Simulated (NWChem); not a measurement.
**C2H4F2 (1,1-difluoroethane): levels of theory compared**

We compute a comparison of 3 runs (HF/6-311+G**, MP2/6-311+G**, CCSD/6-311+G**) of C2H4F2 (1,1-difluoroethane). 

The results are computed with NWChem 7.3.0.

## 1. The structure to begin with

C2H4F2 has 8 atoms, charge 0, and is taken as a singlet. SMILES: `CC(F)F`. The C2–H8 distance was set to 1.643 Å, away from the relaxed value. At this shape a bond of the SMILES string is far longer than usual.

Bond lengths: C1–C2 1.497 Å, C2–F3 1.361 Å, C2–F4 1.361 Å, C1–H5 1.091 Å, C1–H6 1.091 Å, C1–H7 1.090 Å. Angles: C1–C2–F3 110.3°, C1–C2–F4 110.3°, F3–C2–F4 107.0°, C2–C1–H5 109.4°, C2–C1–H6 109.9°, C2–C1–H7 109.9°, H5–C1–H6 109.3°, H5–C1–H7 109.3°, H6–C1–H7 109.1°. A long bond or contact: C2–H8 1.643 Å.

## 2. The energy at HF/6-311+G(d,p) (run 1)

mol.nw reads:

```
start mol
title "C2H4F2"
memory total 2200 mb
geometry noautosym nocenter noautoz
   C      0.480309     0.986682    -0.145536
   C      0.425009    -0.509118    -0.177036
   F      1.402509    -1.034318     0.610264
   F      0.645209    -0.963018    -1.440736
   H      1.458409     1.320982    -0.494236
   H      0.319809     1.341882     0.872964
   H     -0.293991     1.399682    -0.792836
   H     -1.006100    -1.136400     0.329500
end
basis spherical bse
   * library 6-311+G**
end
scf
   thresh 1e-08
   maxiter 80
end
task scf energy
```

Launch:

```
$ nwchem mol.nw > mol.out
```

Log:

```text
[...]
  functions       =   112
[...]
  wavefunction    = RHF
[...]
         Total SCF energy =   -276.940445603751
      One-electron energy =   -642.246683266468
      Two-electron energy =    234.754873185037
 Nuclear repulsion energy =    130.551364477680
        Time for solution =     22.1s
[...]
```

It took 24 s on 1 thread of Intel Xeon Platinum 8488C (Sapphire Rapids), shared host; peak memory 0.099 GiB.

## 3. The energy at MP2/6-311+G(d,p) (run 2)

run.xyz reads:

```xyz
8
C2H4F2
C      0.480309     0.986682    -0.145536
C      0.425009    -0.509118    -0.177036
F      1.402509    -1.034318     0.610264
F      0.645209    -0.963018    -1.440736
H      1.458409     1.320982    -0.494236
H      0.319809     1.341882     0.872964
H     -0.293991     1.399682    -0.792836
H     -1.006100    -1.136400     0.329500
```

run.nw reads:

```
start run
title "C2H4F2"
memory stack 880 mb heap 220 mb global 1100 mb

geometry units angstrom noautosym nocenter noautoz
   load format xyz run.xyz
end

basis "ao basis" spherical bse
   C library 6-311+G**
   F library 6-311+G**
   H library 6-311+G**
end

scf
   thresh 1e-08
   maxiter 80
   print low
end

mp2
   freeze core 4
   tight
end

task mp2 energy
```

Launch:

```
$ nwchem run.nw > run.out
```

Log:

```text
[...]
  functions       =   112
[...]
  wavefunction    = RHF
[...]
         Total SCF energy =   -276.940445603744
      One-electron energy =   -642.246683266453
      Two-electron energy =    234.754873185029
 Nuclear repulsion energy =    130.551364477680
        Time for solution =     20.8s
[...]
          Total MP2 energy          -277.663491855322
[...]
```

Wall time 25 s (1 thread of Intel Xeon Platinum 8488C (Sapphire Rapids), shared host); peak memory 0.39 GiB.

## 4. A single-point energy at CCSD/6-311+G(d,p) (run 3)

work.xyz reads:

```xyz
8

C      0.480309     0.986682    -0.145536
C      0.425009    -0.509118    -0.177036
F      1.402509    -1.034318     0.610264
F      0.645209    -0.963018    -1.440736
H      1.458409     1.320982    -0.494236
H      0.319809     1.341882     0.872964
H     -0.293991     1.399682    -0.792836
H     -1.006100    -1.136400     0.329500
```

run.py reads:

```python
from ase.io import read
from ase.calculators.nwchem import NWChem

mol = read('work.xyz')

calc = NWChem(
    label='work',
    theory='ccsd',
    memory='2200 mb',
    basis='6-311+G**',
    basispar='spherical bse',
    scf={'nopen': '0', 'rhf': None, 'thresh': '1e-08', 'maxiter': '80'},
    ccsd={'freeze': 'core 4', 'maxiter': '60'},
    task='energy',
)
mol.calc = calc

print("Total energy (eV):", round(mol.get_potential_energy(), 6))
```

Launch:

```
$ export ASE_NWCHEM_COMMAND="nwchem PREFIX.nwi > PREFIX.nwo"
$ python run.py
```

Log:

```text
Total energy (eV): -7556.357305
```

The calculator wrote work.nwi:

```
title "work"

permanent_dir work

scratch_dir work

start work

geometry units angstrom nocenter noautosym noautoz
  C  4.8030899999999999e-01 9.8668199999999995e-01 -1.4553600000000000e-01
  C  4.2500900000000003e-01 -5.0911799999999996e-01 -1.7703600000000000e-01
  F  1.4025090000000000e+00 -1.0343180000000001e+00 6.1026400000000003e-01
  F  6.4520900000000003e-01 -9.6301800000000004e-01 -1.4407360000000000e+00
  H  1.4584090000000001e+00 1.3209820000000001e+00 -4.9423600000000001e-01
  H  3.1980900000000001e-01 1.3418820000000000e+00 8.7296399999999996e-01
  H  -2.9399100000000000e-01 1.3996820000000001e+00 -7.9283599999999999e-01
  H  -1.0061000000000000e+00 -1.1364000000000001e+00 3.2950000000000002e-01
end

memory 2200 mb

basis spherical bse noprint
   * library 6-311+G**
end

scf
  nopen 0
  rhf
  thresh 1e-08
  maxiter 80
end
ccsd
  freeze core 4
  maxiter 60
end

task ccsd energy
```

work.nwo:

```text
Northwest Computational Chemistry Package (NWChem) 7.3.0
             --------------------------------------------------------

           Job information
           ---------------

    nwchem branch   = 7.3.0
    use scalapack   = T
    input           = work.nwi
    prefix          = work.
    data base       = work/work.db
    status          = startup
    nproc           =        1

           Memory information
           ------------------

    heap     =     72089596 doubles =      550.0 Mbytes
    stack    =     72089601 doubles =      550.0 Mbytes
    global   =    144179200 doubles =     1100.0 Mbytes (distinct from heap & stack)
    total    =    288358397 doubles =     2200.0 Mbytes
    verify   = yes
    hardfail = no

[... 130 lines left out ...]
         Quadratically convergent ROHF
[... 15 lines left out ...]
       Final RHF  results
[... 4 lines left out ...]
      Two-electron energy =    234.754873185091
[... 36 lines left out ...]
                       ROHF Final Molecular Orbital Analysis
[... 312 lines left out ...]
 Total MP2 energy:           -277.663491855340396
[... 21 lines left out ...]
  Failed reading restart vector from work/work.t2
[... 3 lines left out ...]
             energy      energy      error      ampl     ampl      Block
[... 6 lines left out ...]
                  *************converged*************
[... 6 lines left out ...]
 Total CCSD energy:           -277.691011321433166
[... 1 line left out ...]
 --------------------------------
 Spin Component Scaled (SCS) CCSD
 --------------------------------
 Same spin contribution:                 -0.164035092236138
 Same spin scaling factor:                1.130000000000000
 Opposite spin contribution:             -0.586530625432778
 Opposite spin scaling fact.:             1.270000000000000
 SCS-CCSD correlation energy:            -0.930253548526465
 Total SCS-CCSD energy:                -277.870699152290740

 routine      calls  cpu(0)   cpu-min  cpu-ave  cpu-max   i/o
 aoccsd          1     0.03     0.03     0.03     0.03    0.00
 iterdrv         1     0.04     0.04     0.04     0.04    0.00
 pampt          13     0.26     0.26     0.26     0.26    0.00
[... 9 lines of this table left out ...]
 Total               174.81   174.81   174.81   174.81    0.00

 Task  times  cpu:      202.7s     wall:      202.7s
 Total times  cpu:      202.7s     wall:      202.7s
```

Wall time 3.4 min (1 thread of Intel Xeon Platinum 8488C (Sapphire Rapids), shared host); peak memory 0.34 GiB.

## 5. Overview of the runs

```csv
run,level,module,frozen core orbitals,energy (Eh),HOMO energy (eV),LUMO energy (eV),HOMO–LUMO gap (eV),wall time
1,HF/6-311+G**,scf,–,-276.940446,-12.08,1.95,14.03,24 s
2,MP2/6-311+G**,mp2,4,-277.663492,–,–,–,25 s
3,CCSD/6-311+G**,ccsd,4,-277.691011,-12.08,1.95,14.03,3.4 min
```

## 6. Summary of results

| quantity | value |
| --- | --- |
| run 3: total energy | -277.69101 Eh |
| run 3: HOMO energy (Hartree–Fock orbitals) | -12.08 eV |
| run 3: LUMO energy (Hartree–Fock orbitals) | 1.95 eV |
| run 3: HOMO–LUMO gap (Hartree–Fock orbitals) | 14.03 eV |
| run 3: correlation energy (4 core orbitals frozen) | -750.6 mEh |

**Reading.** Below the HF energy at the same shape and in the same basis (6-311+G**): MP2 -723.0 mEh; CCSD -750.6 mEh. All runs together took 4.2 min, the longest 3.4 min.
